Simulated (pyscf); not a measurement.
HN=Ta(NH₂)(NH₂)–NH₂ + H₂O → H₂N–Ta(NH₂)(NH₂)(NH₂)–OH, gas phase, singlet surface. PySCF, gas phase, ωB97X-D3(BJ)/def2-SVP geometries. ΔG in kcal/mol from ωB97M-D3(BJ)/def2-TZVP energies (ideal gas, 1 atm, RRHO with modes under 100 cm⁻¹ raised to 100, one conformer, R ln 2 for chiral ones without a mode under 150 cm⁻¹).

```csv
T (K),ΔG
298,-21.4
600,?
900,-1.7
1200,+7.5
```

Problem. Fit a line to the three values, predict ΔG at 600 K, and estimate where the reaction turns unfavourable at 1 atm of each gas.

Solution. Least squares gives ΔG = -30.9 + 32.1 × T/1000 K, so ΔS is about -134 J/(mol K) and ΔH about -30.9 kcal/mol over this range (ΔH at 298 K: -31.7). At 600 K the line gives -11.6; the computed value is -11.3. ΔG = 0 falls near 960 K; 1 kcal/mol in the energy moves that by 31 K. This is thermodynamics alone and says nothing of the barrier. Elements past Kr carry the def2 core potentials, without spin-orbit coupling.
